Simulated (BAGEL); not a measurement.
# HF/3-21G (density fitting with qzvpp-jkfit) run of C2H4F2O (SMILES FCOCF)

Aim: the energy change on altering one bond length of C2H4F2O at HF/3-21G (density fitting with qzvpp-jkfit), from 2 runs. 

The results are computed with BAGEL 1.2.2.

3 further runs of the same task are left out: 3 that didn't finish.

## (1) The structure to begin with

C2H4F2O has 9 atoms, charge 0, and is taken as a singlet. As SMILES, `FCOCF`. The shape is that of a PBE0-D4/def2-TZVP optimisation. This is one conformer, not always the lowest.

Bond lengths: F1–C2 1.375 Å, C2–O3 1.381 Å, O3–C4 1.381 Å, C4–F5 1.375 Å, C2–H6 1.094 Å, C2–H7 1.090 Å, C4–H8 1.094 Å, C4–H9 1.090 Å. Some angles: F1–C2–O3 110.4°, C2–O3–C4 114.8°, O3–C4–F5 110.4°, F1–C2–H6 107.3°, F1–C2–H7 108.3°, O3–C2–H6 111.9°, O3–C2–H7 107.0°, O3–C4–H8 111.9°, O3–C4–H9 107.0°, F5–C4–H8 107.3°.

## (2) The energy at HF/3-21G (density fitting with qzvpp-jkfit)

The input, input.json:

```json
{ "bagel": [

{
  "title": "molecule",
  "basis": "3-21g",
  "df_basis": "qzvpp-jkfit",
  "angstrom": true,
  "geometry": [
    { "atom": "F", "xyz": [   -1.734200,    0.805200,   -0.245200 ] },
    { "atom": "C", "xyz": [   -0.460700,    0.758500,   -0.762300 ] },
    { "atom": "O", "xyz": [    0.071100,   -0.508000,   -0.618700 ] },
    { "atom": "C", "xyz": [    0.447400,   -0.834700,    0.669300 ] },
    { "atom": "F", "xyz": [    1.603900,   -0.174500,    1.013000 ] },
    { "atom": "H", "xyz": [    0.132500,    1.512200,   -0.235900 ] },
    { "atom": "H", "xyz": [   -0.517700,    0.959900,   -1.832000 ] },
    { "atom": "H", "xyz": [   -0.316800,   -0.555400,    1.400900 ] },
    { "atom": "H", "xyz": [    0.648400,   -1.905900,    0.679800 ] }
  ]
},
{ "title": "hf" },
{ "title": "print", "file": "orbitals.molden", "orbitals": true }

]}
```

Launch:

```console
$ BAGEL_NUM_THREADS=1 BAGEL input.json > input.out
```

Output:

```text
* using 1 threads per process

  ===============================================================
  ===============================================================

  *** Geometry ***

  { "atom" : "F", "xyz" : [     -3.277163,      1.521607,     -0.463361 ] },
  { "atom" : "C", "xyz" : [     -0.870597,      1.433357,     -1.440538 ] },
  { "atom" : "O", "xyz" : [      0.134360,     -0.959981,     -1.169174 ] },
  { "atom" : "C", "xyz" : [      0.845463,     -1.577354,      1.264794 ] },
  { "atom" : "F", "xyz" : [      3.030932,     -0.329757,      1.914293 ] },
  { "atom" : "H", "xyz" : [      0.250389,      2.857644,     -0.445786 ] },
  { "atom" : "H", "xyz" : [     -0.978311,      1.813948,     -3.461978 ] },
  { "atom" : "H", "xyz" : [     -0.598665,     -1.049554,      2.647317 ] },
  { "atom" : "H", "xyz" : [      1.225298,     -3.601629,      1.284636 ] },

  Number of auxiliary basis functions:      453

  Since a DF basis is specified, we compute 2- and 3-index integrals:
    o Being stored without compression. Storage requirement is 0.010 GB

  Number of basis functions:       53
  Number of electrons      :       42

    * METHOD: MOLECULE                             0.16

  *** RHF ***

  === Nuclear Repulsion ===
   193.1082387979

      * DIIS with orbital gradients will be used.

  === RHF iteration (3-21g) ===
      0       -349.70848961          0.02671854           0.04
      1       -349.82819004          0.01492598           0.03
      2       -349.86646547          0.00158491           0.03
      3       -349.86743220          0.00026061           0.03
      4       -349.86746912          0.00010560           0.03
      5       -349.86747290          0.00002858           0.03
      6       -349.86747325          0.00000509           0.03
      7       -349.86747326          0.00000106           0.03
      8       -349.86747326          0.00000026           0.04
      9       -349.86747326          0.00000008           0.03
     10       -349.86747326          0.00000002           0.03
     11       -349.86747326          0.00000001           0.03
     12       -349.86747326          0.00000000           0.03
    * SCF iteration converged.

    * Permanent dipole moment:
           (    0.004473,    -0.026946,    -0.032702) a.u.

    * METHOD: HF                                   0.54

    * METHOD: PRINT                                0.01

  ===============================================================
```

Wall time 0.85 s (1 thread of Arm Neoverse V1, shared host).

## (3) The distorted shape

The input, input.json:

```json
{ "bagel" : [

{
  "title" : "molecule",
  "basis" : "3-21g",
  "df_basis" : "qzvpp-jkfit",
  "angstrom" : "true",
  "geometry" : [
    { "atom" : "F", "xyz" : [      -1.717099,       0.744777,       0.075728 ] },
    { "atom" : "C", "xyz" : [      -0.443599,       0.698077,      -0.441372 ] },
    { "atom" : "O", "xyz" : [       0.088201,      -0.568423,      -0.297772 ] },
    { "atom" : "C", "xyz" : [       0.464501,      -0.895123,       0.990228 ] },
    { "atom" : "F", "xyz" : [       1.621001,      -0.234923,       1.333928 ] },
    { "atom" : "H", "xyz" : [       0.149601,       1.451777,       0.085028 ] },
    { "atom" : "H", "xyz" : [      -0.517700,       0.959900,      -1.832000 ] },
    { "atom" : "H", "xyz" : [      -0.299699,      -0.615823,       1.721828 ] },
    { "atom" : "H", "xyz" : [       0.665501,      -1.966323,       1.000728 ] }
  ]
},

{
  "title" : "hf"
},

{
  "title" : "print",
  "file" : "orbitals.molden",
  "orbitals" : "true"
}

]}
```

Launch:

```console
$ BAGEL_NUM_THREADS=1 BAGEL input.json > input.out
```

Output:

```text
* using 1 threads per process

  ===============================================================
  ===============================================================

  *** Geometry ***

  { "atom" : "F", "xyz" : [     -3.244847,      1.407425,      0.143105 ] },
  { "atom" : "C", "xyz" : [     -0.838281,      1.319174,     -0.834072 ] },
  { "atom" : "O", "xyz" : [      0.166676,     -1.074164,     -0.562708 ] },
  { "atom" : "C", "xyz" : [      0.877780,     -1.691537,      1.871260 ] },
  { "atom" : "F", "xyz" : [      3.063248,     -0.443940,      2.520759 ] },
  { "atom" : "H", "xyz" : [      0.282705,      2.743461,      0.160680 ] },
  { "atom" : "H", "xyz" : [     -0.978311,      1.813948,     -3.461978 ] },
  { "atom" : "H", "xyz" : [     -0.566349,     -1.163737,      3.253783 ] },
  { "atom" : "H", "xyz" : [      1.257615,     -3.715812,      1.891102 ] },

  Number of auxiliary basis functions:      453

  Since a DF basis is specified, we compute 2- and 3-index integrals:
    o Being stored without compression. Storage requirement is 0.010 GB

  Number of basis functions:       53
  Number of electrons      :       42

    * METHOD: MOLECULE                             0.16

  *** RHF ***

  === Nuclear Repulsion ===
   191.6948330999

      * DIIS with orbital gradients will be used.

  === RHF iteration (3-21g) ===
      0       -349.65680145          0.02727987           0.04
      1       -349.78034084          0.01551317           0.03
      2       -349.82174980          0.00166617           0.03
      3       -349.82288006          0.00030280           0.03
      4       -349.82292451          0.00013737           0.03
      5       -349.82293079          0.00002944           0.03
      6       -349.82293120          0.00000586           0.03
      7       -349.82293122          0.00000199           0.03
      8       -349.82293122          0.00000049           0.03
      9       -349.82293122          0.00000014           0.03
     10       -349.82293122          0.00000005           0.03
     11       -349.82293122          0.00000001           0.03
     12       -349.82293122          0.00000000           0.03
    * SCF iteration converged.

    * Permanent dipole moment:
           (   -0.004662,     0.011953,    -0.158974) a.u.

    * METHOD: HF                                   0.54

    * METHOD: PRINT                                0.01

  ===============================================================
```

It took 0.82 s on 1 thread of Arm Neoverse V1, shared host.

## (4) Outcome

At HF/3-21G (density fitting with qzvpp-jkfit):

| quantity | value |
| --- | --- |
| first shape: total energy | -349.86747 Eh |
| first shape: dipole moment | 0.11 D |
| first shape: HOMO energy | -13.34 eV |
| first shape: LUMO energy | 7.11 eV |
| first shape: HOMO–LUMO gap | 20.45 eV |
| distorted shape: total energy | -349.82293 Eh |
| distorted shape: dipole moment | 0.41 D |
| distorted shape: HOMO energy | -12.74 eV |
| distorted shape: LUMO energy | 5.43 eV |
| distorted shape: HOMO–LUMO gap | 18.17 eV |
| energy change with the C2–H7 bond stretched from 1.090 to 1.417 Å | 1.212 eV |

What this shows: With the C2–H7 bond stretched from 1.090 to 1.417 Å the energy rises by 1.21 eV (117 kJ/mol). The first shape isn't relaxed at this level, so the change isn't measured from a minimum.
